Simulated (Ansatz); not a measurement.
# AlN₂ (sextet): the correlation ladder, cc-pVTZ

Aim: climb from Hartree-Fock through coupled cluster and multireference methods for AlN₂ (sextet) at one geometry and basis, and see what each rung misses.

The runs use Ansatz 0.2.0, Gaussian basis; cc-pVTZ, core rule «outside noble gas», up to 7 orbitals frozen.

To be run: UHF; CCSD(T) on ROHF; CCSD(T) on UHF; BCCD(T) on ROHF; CCSDT(Q) on ROHF; CCSDT(Q) on UHF; CASSCF and NEVPT2, 13 electrons in 12 orbitals.

14 further runs of the same task are left out: 14 set aside as unsound or not needed.

## 1. What is computed

The geometry is a PBE0/def2-TZVP stationary point (not a proven minimum) of the parent state, kept for this charge and spin.

3 atoms, charge 0, spin multiplicity 6.

Atoms are counted from 1 here; the program's logs count them from 0.

Bond lengths: N1–Al2 1.795 Å, Al2–N3 1.795 Å. Angles: N1–Al2–N3 180.0°.

In the tables R marks a restricted open-shell determinant and U an unrestricted one; 'valence' is the active space of 13 electrons in 12 orbitals; energies count from the table's Hartree-Fock row.

## 2. UHF

Input file in.yaml:

```yaml
crystal:
  periodic: [false, false, false]
  atoms:
    - {symbol: N, position_ang: [0.000000, 0.000000, 1.795300]}
    - {symbol: Al, position_ang: [0.000000, 0.000000, 0.000000]}
    - {symbol: N, position_ang: [0.000000, 0.000000, -1.795300]}
basis:
  gaussian: {orbitals: cc-pVTZ}
magnetization: {spin_polarized: true, initial_magnetization: 5}
hamiltonian: {xc: hf}
output: {orbitals: {seedname: orbitals}}
```

The run is started by

```bash
$ ansatz run in.yaml --threads 1 --pin off --events-out ev --progress --plain --max-ram 4096MiB --backend cpu
```

The program printed:

```text
Functional definition: HF
  name "HF"
  cite "Fock, Z. Phys. 61, 126 (1930) doi:10.1007/BF01340294"
  parent pbe
  exchange = exact_x
  correlation = 0
780 factors; their error is unknown
mean field evaluation 1: about -9541.1232 eV, gradient 1.3e1 eV
mean field evaluation 2: about -9542.0012 eV, gradient 3.9e0 eV
mean field evaluation 4: about -9542.1903 eV, gradient 6.4e-1 eV
mean field evaluation 8: about -9542.2017 eV, gradient 1.1e-1 eV
mean field evaluation 16: about -9542.3121 eV, gradient 7.6e-6 eV
mean field evaluation 32: about -9539.3708 eV, gradient 7.8e0 eV
mean field evaluation 64: about -9542.1902 eV, gradient 6.4e-1 eV
mean field -9542.31209518 eV, -350.6735014863 hartree, gradient 9.5e-6 eV, S^2 8.775595; 0 other end points of the search recorded, 0 dependent functions left out
reference -9542.31209518 eV, -350.6735014863 hartree; 16, 11 occupied and 78, 83 virtual orbitals, 780 factors
Total energy: -9542.31209518 eV, -350.6735014863 hartree
```

It took 2.6 s on 1 thread of AMD EPYC 7R13, shared host.

From the report: ⟨S²⟩ of the determinant 8.776 (pure sextet: 8.75).

## 3. CCSD(T) on ROHF

in.yaml, as its differences from that of step 2:

```diff
@@ -8,4 +8,4 @@
   gaussian: {orbitals: cc-pVTZ}
-magnetization: {spin_polarized: true, initial_magnetization: 5}
-hamiltonian: {xc: hf}
-output: {orbitals: {seedname: orbitals}}
+magnetization: {spin_polarized: false, initial_magnetization: 5}
+correlation: {method: ccsd_t, electrons: outside_noble_gas}
+output: {forces: true}
```

The run is started by

```bash
$ ansatz run in.yaml --threads 2 --pin off --events-out ev --progress --plain --max-ram 24576MiB --backend cuda --devices 0, --max-vram 18GiB
```

The program printed, cut to the lines that bear on the results:

```text
Functional definition: HF
  name "HF"
  cite "Fock, Z. Phys. 61, 126 (1930) doi:10.1007/BF01340294"
  parent pbe
[...]
575 factors; integrals over basis functions are off by at most 1.1e-3 eV
[...]
mean field -9541.96847722 eV, -350.6608737592 hartree, gradient 1.7e-6 eV, S^2 8.750000; 8 other end points of the search recorded, 0 dependent functions left out
[...]
determinant -9541.96847722 eV, -350.6608737592 hartree, with singles and doubles -9551.70280112 eV, -351.0186035645 hartree
determinant -9540.21575329 eV, -350.5964623430 hartree, with singles and doubles -9549.87295157 eV, -350.9513578338 hartree
determinant -9539.29292345 eV, -350.5625489717 hartree, with singles and doubles -9549.00188477 eV, -350.9193467195 hartree
7 core orbitals not correlated: weight in the atoms' cores, before any rotation towards them, 1.000 or more for the frozen orbitals, at most 0.000 for the correlated occupied ones
reference -9541.96847722 eV, -350.6608737592 hartree; 9, 4 occupied and 78, 83 virtual orbitals, 575 factors
second order -8.46983889 eV of doubles, -0.20922343 eV of singles
cycle   1  -9.62950650 eV  change   -9.1e-1 eV  update   2.3e-2
[...]
cycle  14  -9.65287037 eV  change    1.2e-7 eV  update   1.9e-7
perturbative correction -0.36614900 eV, -0.0134557275 hartree
[...]
Total energy: -9551.98749659 eV, -351.0290659299 hartree
Atom 0 at     0.000000     0.000000     1.795300 Å, force    -0.000000    -0.000000     2.879184 eV/Å
Atom 1 at     0.000000     0.000000     0.000000 Å, force     0.000000     0.000000    -0.000000 eV/Å
Atom 2 at     0.000000     0.000000    -1.795300 Å, force    -0.000000    -0.000000    -2.879184 eV/Å
Dipole moment:    -0.000000    -0.000000    -0.000000 e Å
```

Run time: 45 s. Hardware: 1 × H100 (card shared with other runs) with 2 threads of AMD EPYC 7R13, shared host; peak host memory 0.92 GiB.

From the report: correlation -10.0190 eV; T1 0.024; largest double amplitude 0.05.

## 4. CCSD(T) on UHF

in.yaml, as its differences from that of step 3:

```diff
@@ -8,3 +8,3 @@
   gaussian: {orbitals: cc-pVTZ}
-magnetization: {spin_polarized: false, initial_magnetization: 5}
+magnetization: {spin_polarized: true, initial_magnetization: 5}
 correlation: {method: ccsd_t, electrons: outside_noble_gas}
```

The command is unchanged.

The program printed, cut to the lines that bear on the results:

```text
Functional definition: HF
  name "HF"
  cite "Fock, Z. Phys. 61, 126 (1930) doi:10.1007/BF01340294"
  parent pbe
[...]
575 factors; integrals over basis functions are off by at most 1.1e-3 eV
[...]
mean field -9542.31230717 eV, -350.6735092769 hartree, gradient 2.5e-6 eV, S^2 8.775595; 9 other end points of the search recorded, 0 dependent functions left out
determinant -9542.31230717 eV, -350.6735092769 hartree, with singles and doubles -9551.70213719 eV, -351.0185791656 hartree
determinant -9540.56740723 eV, -350.6093853868 hartree, with singles and doubles -9549.86273089 eV, -350.9509822308 hartree
determinant -9539.80010325 eV, -350.5811874857 hartree, with singles and doubles -9550.12220470 eV, -350.9605177172 hartree
determinant -9539.59252998 eV, -350.5735593088 hartree, with singles and doubles -9549.00158996 eV, -350.9193358852 hartree
7 core orbitals not correlated: weight in the atoms' cores, before any rotation towards them, 1.000 or more for the frozen orbitals, at most 0.000 for the correlated occupied ones
reference -9542.31230717 eV, -350.6735092769 hartree; 9, 4 occupied and 78, 83 virtual orbitals, 575 factors
second order -8.28553179 eV of doubles, -0.00000000 eV of singles
cycle   1  -9.29737151 eV  change   -9.3e-1 eV  update   2.3e-2
[...]
cycle  14  -9.32177356 eV  change    8.9e-8 eV  update   1.6e-7
perturbative correction -0.35492043 eV, -0.0130430854 hartree
[...]
Total energy: -9551.98900116 eV, -351.0291212219 hartree
Atom 0 at     0.000000     0.000000     1.795300 Å, force    -0.000000     0.000000     2.874032 eV/Å
Atom 1 at     0.000000     0.000000     0.000000 Å, force     0.000000    -0.000000    -0.000000 eV/Å
Atom 2 at     0.000000     0.000000    -1.795300 Å, force    -0.000000     0.000000    -2.874032 eV/Å
Dipole moment:     0.000000     0.000000    -0.000000 e Å
```

Wall time 17 s (1 × H100 (card shared with other runs) with 2 threads of AMD EPYC 7R13, shared host); peak host memory 0.92 GiB.

From the report: ⟨S²⟩ of the determinant 8.776 (pure sextet: 8.75); correlation -9.6767 eV; T1 0.019; largest double amplitude 0.05.

## 5. BCCD(T) on ROHF

in.yaml, as its differences from that of step 4:

```diff
@@ -8,4 +8,3 @@
   gaussian: {orbitals: cc-pVTZ}
-magnetization: {spin_polarized: true, initial_magnetization: 5}
-correlation: {method: ccsd_t, electrons: outside_noble_gas}
-output: {forces: true}
+magnetization: {spin_polarized: false, initial_magnetization: 5}
+correlation: {method: bccd_t, electrons: outside_noble_gas}
```

The command is unchanged.

The program printed, cut to the lines that bear on the results:

```text
Functional definition: HF
  name "HF"
  cite "Fock, Z. Phys. 61, 126 (1930) doi:10.1007/BF01340294"
  parent pbe
[...]
575 factors; integrals over basis functions are off by at most 1.1e-3 eV
[...]
mean field -9541.96847722 eV, -350.6608737592 hartree, gradient 1.7e-6 eV, S^2 8.750000; 8 other end points of the search recorded, 0 dependent functions left out
[...]
determinant -9541.96847722 eV, -350.6608737592 hartree, with singles and doubles -9551.70280112 eV, -351.0186035645 hartree
determinant -9540.21575329 eV, -350.5964623430 hartree, with singles and doubles -9549.87295157 eV, -350.9513578338 hartree
determinant -9539.29292345 eV, -350.5625489717 hartree, with singles and doubles -9549.00188477 eV, -350.9193467195 hartree
7 core orbitals not correlated: weight in the atoms' cores, before any rotation towards them, 1.000 or more for the frozen orbitals, at most 0.000 for the correlated occupied ones
reference -9541.96847722 eV, -350.6608737592 hartree; 9, 4 occupied and 78, 83 virtual orbitals, 575 factors
second order -8.46983889 eV of doubles, -0.20922343 eV of singles
cycle   1  -9.61913571 eV  change   -9.0e-1 eV  update   2.5e-2
[...]
cycle   9  -9.64159323 eV  change    1.6e-6 eV  update   1.1e-5
perturbative correction -0.37376757 eV, -0.0137357049 hartree
Total energy: -9551.98383802 eV, -351.0289314799 hartree
```

Wall time 12 s (1 × H100 (card shared with other runs) with 2 threads of AMD EPYC 7R13, shared host); peak host memory 0.82 GiB.

From the report: correlation -10.0154 eV; largest double amplitude 0.05.

## 6. CCSDT(Q) on ROHF

in.yaml, as its differences from that of step 5:

```diff
@@ -9,2 +9,2 @@
 magnetization: {spin_polarized: false, initial_magnetization: 5}
-correlation: {method: bccd_t, electrons: outside_noble_gas}
+correlation: {method: ccsdt_q, electrons: outside_noble_gas}
```

The command is unchanged.

The program printed, cut to the lines that bear on the results:

```text
Functional definition: HF
  name "HF"
  cite "Fock, Z. Phys. 61, 126 (1930) doi:10.1007/BF01340294"
  parent pbe
[...]
1138 factors; integrals over basis functions are off by at most 2.3e-7 eV
[...]
mean field -9541.96851881 eV, -350.6608752879 hartree, gradient 1.8e-6 eV, S^2 8.750000; 8 other end points of the search recorded, 0 dependent functions left out
[...]
determinant -9541.96851881 eV, -350.6608752879 hartree, with singles and doubles -9551.70284738 eV, -351.0186052644 hartree
determinant -9540.21580369 eV, -350.5964641949 hartree, with singles and doubles -9549.87300713 eV, -350.9513598754 hartree
determinant -9539.29296675 eV, -350.5625505630 hartree, with singles and doubles -9549.00193833 eV, -350.9193486877 hartree
7 core orbitals not correlated: weight in the atoms' cores, before any rotation towards them, 1.000 or more for the frozen orbitals, at most 0.000 for the correlated occupied ones
reference -9541.96851881 eV, -350.6608752879 hartree; 9, 4 occupied and 78, 83 virtual orbitals, 1138 factors
second order -8.46984490 eV of doubles, -0.20922317 eV of singles
cycle   1  -9.34587778 eV  change   -6.6e-1 eV  update   8.6e-2
[...]
cycle  26  -10.06492250 eV  change   -5.9e-7 eV  update   6.0e-7
perturbative correction -0.01768633 eV, -0.0006499608 hartree
Total energy: -9552.05112765 eV, -351.0314043282 hartree
```

It took 49 s on 1 × H100 (card shared with other runs) with 2 threads of AMD EPYC 7R13, shared host; peak host memory 1.3 GiB.

From the report: correlation -10.0826 eV; T1 0.026; largest double amplitude 0.08.

## 7. CCSDT(Q) on UHF

in.yaml, as its differences from that of step 6:

```diff
@@ -8,3 +8,3 @@
   gaussian: {orbitals: cc-pVTZ}
-magnetization: {spin_polarized: false, initial_magnetization: 5}
+magnetization: {spin_polarized: true, initial_magnetization: 5}
 correlation: {method: ccsdt_q, electrons: outside_noble_gas}
```

Same command.

The program printed, cut to the lines that bear on the results:

```text
Functional definition: HF
  name "HF"
  cite "Fock, Z. Phys. 61, 126 (1930) doi:10.1007/BF01340294"
  parent pbe
[...]
1138 factors; integrals over basis functions are off by at most 2.3e-7 eV
[...]
mean field -9542.31234831 eV, -350.6735107889 hartree, gradient 2.7e-6 eV, S^2 8.775595; 9 other end points of the search recorded, 0 dependent functions left out
determinant -9542.31234831 eV, -350.6735107889 hartree, with singles and doubles -9551.70218292 eV, -351.0185808459 hartree
determinant -9540.56745679 eV, -350.6093872080 hartree, with singles and doubles -9549.86278573 eV, -350.9509842462 hartree
determinant -9539.80014750 eV, -350.5811891118 hartree, with singles and doubles -9550.12225110 eV, -350.9605194225 hartree
determinant -9539.59257379 eV, -350.5735609186 hartree, with singles and doubles -9549.00164259 eV, -350.9193378193 hartree
7 core orbitals not correlated: weight in the atoms' cores, before any rotation towards them, 1.000 or more for the frozen orbitals, at most 0.000 for the correlated occupied ones
reference -9542.31234831 eV, -350.6735107889 hartree; 9, 4 occupied and 78, 83 virtual orbitals, 1138 factors
second order -8.28553751 eV of doubles, -0.00000000 eV of singles
cycle   1  -8.99069927 eV  change   -7.1e-1 eV  update   8.7e-2
[...]
cycle  26  -9.72534622 eV  change   -5.6e-7 eV  update   6.1e-7
perturbative correction -0.01923793 eV, -0.0007069810 hartree
Total energy: -9552.05693247 eV, -351.0316176516 hartree
```

Run time: 34 s. Hardware: 1 × H100 (card shared with other runs) with 2 threads of AMD EPYC 7R13, shared host; peak host memory 1.2 GiB.

From the report: ⟨S²⟩ of the determinant 8.776 (pure sextet: 8.75); correlation -9.7446 eV; T1 0.021; largest double amplitude 0.08.

## 8. CASSCF and NEVPT2, 13 electrons in 12 orbitals

Input file in.yaml:

```yaml
crystal:
  periodic: [false, false, false]
  atoms:
    - {symbol: N, position_ang: [0.000000, 0.000000, 1.795300]}
    - {symbol: Al, position_ang: [0.000000, 0.000000, 0.000000]}
    - {symbol: N, position_ang: [0.000000, 0.000000, -1.795300]}
basis:
  gaussian: {orbitals: cc-pVTZ}
magnetization: {spin_polarized: false, initial_magnetization: 5}
correlation: {method: sc_nevpt2, electrons: outside_noble_gas, active_space: {window: {electrons: 13, orbitals: 12}, shells: [{species: Al, l: s, shell: 3}, {species: Al, l: p, shell: 3}, {species: "N", l: s, shell: 2}, {species: "N", l: p, shell: 2}]}}
```

The command is unchanged.

The program printed:

```text
Functional definition: HF
  name "HF"
  cite "Fock, Z. Phys. 61, 126 (1930) doi:10.1007/BF01340294"
  parent pbe
  exchange = exact_x
  correlation = 0
1138 factors; integrals over basis functions are off by at most 2.3e-7 eV
mean field evaluation 1: about -9541.1651 eV, gradient 1.2e1 eV
mean field evaluation 2: about -9541.2709 eV, gradient 1.2e1 eV
mean field evaluation 4: about -9541.9594 eV, gradient 1.0e0 eV
mean field evaluation 8: about -9541.9681 eV, gradient 1.6e-1 eV
mean field evaluation 16: about -9541.8047 eV, gradient 1.5e0 eV
mean field evaluation 32: about -9541.9406 eV, gradient 5.1e-1 eV
mean field -9541.96851881 eV, -350.6608752879 hartree, gradient 1.8e-6 eV, S^2 8.750000; 6 other end points of the search recorded, 0 dependent functions left out
reference -9541.96851881 eV, -350.6608752879 hartree; 16, 11 occupied and 78, 83 virtual orbitals, 1138 factors
state -9543.29494867 eV, -350.7096206860 hartree
state -9543.29494867 eV, -350.7096206860 hartree; corrected -9550.58030220 eV, -350.9773524899 hartree
Total energy: -9550.58030220 eV, -350.9773524899 hartree
Checks for a lower state left out: starts, orbital_swaps
```

It took 14 s on 1 × H100 (card shared with other runs) with 2 threads of AMD EPYC 7R13, shared host; peak host memory 0.82 GiB.

From the report: 13,626 determinants; active occupations 1.99, 1.99, 1.98, 1.97, 1.00, 1.00, 1.00, 1.00, 0.99, 0.03, 0.03, 0.02.

## 9. How many determinants matter

Natural occupations of the CASSCF valence state about the gap (report; correlated orbitals 2 to 11): 1.994, 1.976, 1.971, 1.001, 1.001, 0.997, 0.997, 0.991, 0.029, 0.029. The count of effectively unpaired electrons, Σ n²(2 − n)², is 5.01; a single determinant of this spin has 5.

## 10. All levels against the top one

The yardstick is UCCSDT(Q), where the cluster series has nearly closed. Rows without a time come out of other runs: HF, MP2 and CCSD of CCSD(T), CCSDT of CCSDT(Q), CASSCF and MRCISD of the multireference runs. The times of RCCSD(T), UCCSD(T) include forces.

Differences are taken before rounding.

```tsv
method	energy from the lowest ROHF (meV)	from UCCSDT(Q) (meV)	time
ROHF	0.0	+10088.5	
UHF	-343.8	+9744.6	
RMP2	-8679.1	+1409.4	
UMP2	-8629.4	+1459.1	
RCCSD	-9652.9	+435.6	
UCCSD	-9665.6	+422.9	
RCCSD(T)	-10019.0	+69.4	45 s
UCCSD(T)	-10020.5	+67.9	17 s
BCCD(T)	-10015.4	+73.1	12 s
RCCSDT	-10065.0	+23.5	
UCCSDT	-10069.2	+19.2	
RCCSDT(Q)	-10082.7	+5.8	49 s
UCCSDT(Q)	-10088.5	0	34 s
CASSCF valence	-1326.5	+8762.0	
NEVPT2 valence	-8611.8	+1476.6	14 s
```

Among the levels timed on like hardware and quicker than the yardstick, those that no quicker one beats, quickest first: BCCD(T) (12 s, +73.1 meV); UCCSD(T) (17 s, +67.9 meV).

## 11. What came out

| quantity | value |
| --- | --- |
| UCCSDT(Q) from the ROHF energy | -10.0885 eV |
| RMP2 from UCCSDT(Q) | +1409.4 meV |
| UMP2 from UCCSDT(Q) | +1459.1 meV |
| RCCSD from UCCSDT(Q) | +435.6 meV |
| RCCSD(T) from UCCSDT(Q) | +69.4 meV |
| UCCSD(T) from UCCSDT(Q) | +67.9 meV |
| RCCSDT(Q) from UCCSDT(Q) | +5.8 meV |
| NEVPT2 valence from UCCSDT(Q) | +1476.6 meV |
| levels within 1 kcal/mol (43 meV) | RCCSDT, UCCSDT, RCCSDT(Q) |
| T1 diagnostic | 0.024 |
| effectively unpaired electrons | 5.01 |

**Reading.** RCCSD(T) lands +69.4 meV from the yardstick (0.7 % of the correlation energy). One determinant dominates. These misses are within one basis, not against nature; the frozen cores of restricted and unrestricted runs differ, which can shift their rows.

For cost: UCCSD(T) gets within 67.9 meV in 17 s, where UCCSDT(Q) took 34 s; the quickest level in the cost chart, BCCD(T), takes 12 s and misses by 73.1 meV.
